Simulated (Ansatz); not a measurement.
**How far each method lies from UCCSDT(Q) for [BH$_{2}$···H···SiH], doublet**

Geometry: a point of a hydrogen-transfer path between rigid fragments, not a stationary point.

```yaml
atoms:
  - { symbol: B, position_ang: [-2.0514, 0.0347, 0.0000] }
  - { symbol: H, position_ang: [-2.6481, 1.0683, 0.0000] }
  - { symbol: H, position_ang: [-2.6481, -0.9988, 0.0000] }
  - { symbol: H, position_ang: [-0.5934, 0.0347, 0.0000] }
  - { symbol: Si, position_ang: [0.9526, 0.0347, 0.0000] }
  - { symbol: H, position_ang: [1.3490, -1.4448, 0.0000] }
```

Basis cc-pVDZ; Ansatz 0.2.0. Correlated methods freeze the noble-gas cores, which leaves 11 electrons in 46 orbitals. R marks a restricted (for open shells ROHF) determinant, U an unrestricted one. Active spaces: frontier = (9e, 9o) about the gap; pair = (3e, 3o) about the gap.

Full CI isn't at hand for all of this; UCCSDT(Q) serves as the reference, and is uncertain by about the last step of the cluster series. The frozen core follows each run's orbitals, which can shift R against U totals by a few meV.

For open shells CISD is restricted-active-space CI with the open shells as a complete middle space.

The UHF ⟨S²⟩ is 0.778. The T1 diagnostic (RCCSD) is 0.0419, the largest doubles amplitude (RCCSD) is 0.074 and the T1 diagnostic (UCCSD) is 0.0452.

```tsv
level	E − E(UCCSDT(Q)) (mEh)	share of correlation (%)	wall time
RHF	233.93	0.00	–
UHF	229.81	1.76	–
RMP2	55.94	76.09	–
UMP2	57.19	75.55	–
CISD	29.48	87.40	2.7 s
RCCSD	9.30	96.02	–
UCCSD	9.22	96.06	–
RCCSD(T)	2.48	98.94	5.5 s
UCCSD(T)	2.54	98.91	8.5 s
BCCD(T)	2.51	98.93	3 s
RCCSDT	0.51	99.78	–
UCCSDT	0.51	99.78	–
RCCSDT(Q)	0.14	99.94	33 s
CASSCF (pair space)	216.42	7.49	–
MRCISD (pair space)	26.20	88.80	–
MRCISD+Q (pair space)	3.51	98.50	2.4 s
```

The correlation energy at UCCSDT(Q), counted from RHF, is -6.366 eV. That run took 36 s on 1 thread of Intel Xeon 6975P-C, shared host.

Run but not shown, since their state or frozen core can't be matched to the reference's or they repeat it: CASSCF (frontier space), NEVPT2 (frontier space).

Times hold each run's SCF and search for its determinant on a shared host, so for small cases they say little of a method's own cost; they ran on 1 thread of Intel Xeon 6975P-C.
